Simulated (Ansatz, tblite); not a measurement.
**AsAsAsSb tetrahedron (SbAs₃): one state, many levels**

Aim: run the singlet of AsAsAsSb tetrahedron (SbAs₃) at one geometry on many levels, and compare frontier levels, spin and run time.

The runs use Ansatz 0.2.0, Gaussian basis; as each input shows.

Plan: GFN1-xTB, GFN2-xTB, PBE-D4/def2-TZVP, r2SCAN-D4/def2-TZVP, BHLYP-D4/def2-TZVP, r2SCAN0-D4/def2-TZVP, HF/def2-TZVP, ωB97M-V/def2-TZVP, ωB97X-V/def2-TZVP, HSE06-D4/def2-TZVP, LDA/def2-TZVP, PBE-D4/def2-SVP, PBE0-D4/def2-SVP, PBE0-D4/def2-TZVPD, PBE-D4/def2-TZVPD, r2SCAN-D4/def2-TZVPD, CCSD(T)/def2-SVP, MP2/def2-TZVP, RPA/def2-TZVP.

2 further runs of the same task are left out: 1 that didn't finish, 1 set aside as unsound or not needed.

## (1) The structure

The singlet was relaxed beforehand with PBE0-D4/def2-SVP.

4 atoms, charge 0, spin multiplicity 1.

Bond lengths: As1–As2 2.442 Å, As1–As3 2.442 Å, As1–Sb4 2.626 Å, As2–As3 2.442 Å, As2–Sb4 2.626 Å, As3–Sb4 2.626 Å. Angles: As2–As1–As3 60.0°, As2–As1–Sb4 62.3°, As3–As1–Sb4 62.3°, As1–As2–As3 60.0°, As1–As2–Sb4 62.3°, As3–As2–Sb4 62.3°, As1–As3–As2 60.0°, As1–As3–Sb4 62.3°, As2–As3–Sb4 62.3°, As1–Sb4–As2 55.4°, As1–Sb4–As3 55.4°, As2–Sb4–As3 55.4°.

Sb takes a core potential in the def2 sets. No spin-orbit coupling is included.

PBE0-D4/def2-TZVP was run before; its log isn't repeated, and its numbers join the tables.

## (2) GFN1-xTB

Tight binding, by tblite at 300 K electronic temperature and without a spin-polarisation term:

```python
tblite.interface.Calculator('GFN1-xTB', numbers, positions, charge=0, uhf=0).singlepoint()
```

Energy -262.0795 eV, HOMO -8.96 eV, LUMO -6.02 eV; 0.011 s.

## (3) GFN2-xTB

Tight binding, by tblite at 300 K electronic temperature and without a spin-polarisation term:

```python
tblite.interface.Calculator('GFN2-xTB', numbers, positions, charge=0, uhf=0).singlepoint()
```

Energy -255.1111 eV, HOMO -8.64 eV, LUMO -5.76 eV; 0.015 s.

## (4) PBE-D4/def2-TZVP

start.molden holds the orbitals of an earlier run on this state, given as this run's starting guess.

Input file in.yaml:

```yaml
crystal:
  periodic: [false, false, false]
  atoms:
    - {symbol: As, position_ang: [0.731988, 0.464685, -1.242120]}
    - {symbol: As, position_ang: [-1.045740, -1.004204, -0.438845]}
    - {symbol: As, position_ang: [-0.732087, 1.197542, 0.569680]}
    - {symbol: Sb, position_ang: [1.045850, -0.658023, 1.111295]}
basis:
  gaussian: {orbitals: def2-TZVP, initial_orbitals: start.molden}
hamiltonian: {xc: pbe, dispersion: d4}
scf: {omitted_lower_state_checks: [starts]}
output: {orbitals: {seedname: orbitals}}
```

On the command line:

```bash
> ansatz run in.yaml --threads 4 --pin off --events-out ev --progress --plain --max-ram 3916MiB
```

After this run come: r2SCAN-D4/def2-TZVP; BHLYP-D4/def2-TZVP; r2SCAN0-D4/def2-TZVP; HF/def2-TZVP; ωB97M-V/def2-TZVP; ωB97X-V/def2-TZVP; HSE06-D4/def2-TZVP; LDA/def2-TZVP; PBE-D4/def2-SVP; PBE0-D4/def2-SVP; PBE0-D4/def2-TZVPD; PBE-D4/def2-TZVPD; r2SCAN-D4/def2-TZVPD; CCSD(T)/def2-SVP; MP2/def2-TZVP; RPA/def2-TZVP.

Before running them: what should the planned runs give, taken together? Wanted: gap in def2-TZVP, named functionals and Hartree-Fock, smallest and largest; correlation energy, CCSD(T)/def2-SVP; correlation energy, MP2/def2-TZVP; binding an atom, CCSD(T)/def2-SVP; PBE0 total energy, smallest basis above largest.

As calculated:

| quantity | value |
| --- | --- |
| gap in def2-TZVP, named functionals and Hartree-Fock, smallest and largest | 3.72 eV (LDA), 9.77 eV (HF) |
| correlation energy, CCSD(T)/def2-SVP | -22.55 eV |
| correlation energy, MP2/def2-TZVP | -30.95 eV |
| binding an atom, CCSD(T)/def2-SVP | 1.859 eV |
| PBE0 total energy, smallest basis above largest | 22.89 eV (def2-SVP, def2-TZVPD) |

Over the named functionals and Hartree-Fock in def2-TZVP the gap runs from 3.72 eV (LDA) to 9.77 eV (HF); exact exchange widens it. The functionals in def2-TZVP miss CCSD(T)/def2-SVP by +0.465 (BHLYP-D4) to +1.524 eV (LDA) an atom. The yardstick is in a double-zeta basis, so levels in larger sets aren't compared like for like. The reference is CCSD(T) in one finite basis, so it carries an error of its own, often a tenth of an eV or more, and near misses can't be ranked.
